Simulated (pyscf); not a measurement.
HO–Hf(Cl)(Cl)–Cl + HCl → HO–Hf(Cl)(Cl)–Cl + HCl (four-centre exchange; singlet surface; Cl–Hf, Cl–H broken, Cl–Hf, Cl–H formed). PySCF, gas phase, ωB97X-D3(BJ)/def2-SVP geometries. Energies in eV from the separated reactants.

```
level                   barrier  reaction energy
----------------------  -------  ---------------
ωB97X-D3(BJ)/def2-TZVP     0.11             0.00
PBE/def2-TZVP              0.14             0.00
r²SCAN/def2-TZVP           0.11             0.00
M06-2X/def2-TZVP           0.23             0.00
ωB97M-D3(BJ)/def2-TZVP     0.33             0.00
HF/def2-TZVP               1.01             0.00
```

The functionals in the table span 0.21 eV in this barrier, from ωB97X-D3(BJ) to ωB97M-D3(BJ)/def2-TZVP. On the reactant side the descent ends in an adduct with a Cl–Hf contact, 0.25 eV under the separated species and 0.37 eV under the saddle at ωB97X-D3(BJ)/def2-TZVP. On the product side the descent ends in an adduct with a Cl–Hf contact, 0.25 eV under the separated species and 0.37 eV under the saddle at ωB97X-D3(BJ)/def2-TZVP. What is counted as formed (Cl–Hf) is already present as a longer contact in the reactant adduct; forming that adduct is a step of its own. What is counted as broken (Cl–Hf) persists as a longer contact in the product adduct; parting that adduct is a step of its own. The same reactants have a lower exit, to Cl–Hf(Cl)(Cl)–Cl + H₂O (barrier +0.07 eV at ωB97M-D3(BJ)/def2-TZVP, against +0.33 eV here). One saddle was located; it need not be the lowest between these sides. Elements past Kr carry the def2 core potentials, without spin-orbit coupling.
